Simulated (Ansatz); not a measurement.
Antiferromagnetic (type II) rock-salt MnS, treated with LDA (PAW; Ansatz, a program for electronic structure).

Numerical settings: plane-wave cutoff 520 eV, 12×12×12 k mesh, spin-polarised with opposed moments, scalar-relativistic PAW data made under PBE.

Cell (measured lattice):

```yaml
crystal:
  lattice:
    - [5.22360, 2.61180, 2.61180]
    - [2.61180, 5.22360, 2.61180]
    - [2.61180, 2.61180, 5.22360]
  atoms:
    - { symbol: Mn, position: [0.00000, 0.00000, 0.00000] }
    - { symbol: Mn, position: [0.50000, 0.50000, 0.50000] }
    - { symbol: S, position: [0.25000, 0.25000, 0.25000] }
    - { symbol: S, position: [0.75000, 0.75000, 0.75000] }
```

Problem. Estimate the Voigt–Reuss–Hill bulk modulus, polycrystal shear modulus (Hill average), Young modulus and Poisson ratio that the calculation returns.

Solution. 
- Voigt–Reuss–Hill bulk modulus = 47.1 GPa
- polycrystal shear modulus (Hill average) = 29.7 GPa
- Young modulus = 73.5 GPa
- Poisson ratio = 0.239

Note: the cell isn't this level's own, so it is under some stress, which shifts stiffness and frequencies.

Elastic constants are with the ions relaxed.

Computing time: about 19 core-minutes (a rough figure).
